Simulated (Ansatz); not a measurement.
NH2 (SMILES [NH2]) moved off its minimum; all values from Ansatz (a program for electronic structure), cores frozen in correlated methods. Open shells are unrestricted.
(charge 0, multiplicity 2)
```xyz
3

N     -0.0071     0.1427     0.0806
H     -0.8075    -0.5717    -0.1132
H      0.7560    -0.4902    -0.0504
```

```
level                largest force (eV/Å)  on atom  rms difference from CCSD(T)/aug-cc-pVTZ (eV/Å)  dipole (D)
-------------------  --------------------  -------  ----------------------------------------------  ----------
HF/def2-TZVPP                        3.32       N1                                           0.553        2.00
PBE/def2-TZVPP                       2.53       N1                                           0.243        1.85
r2SCAN/def2-TZVPP                    2.65       N1                                           0.016        1.89
B3LYP/def2-TZVPP                     2.65       N1                                           0.015        1.90
wB97M-V/def2-TZVPP                   2.73       N1                                           0.090        1.92
MP2/aug-cc-pVTZ                      2.83       N1                                           0.146        1.85
CCSD(T)/aug-cc-pVTZ                  2.65       N1                                           0.000        1.81
```

The differences count from one level among others, with limits of its own. Forces at CCSD(T)/aug-cc-pVTZ (eV/Å):

```csv
atom,Fx,Fy,Fz
N1,-2.466,-0.934,-0.293
H2,1.152,1.514,0.396
H3,1.314,-0.580,-0.103
```
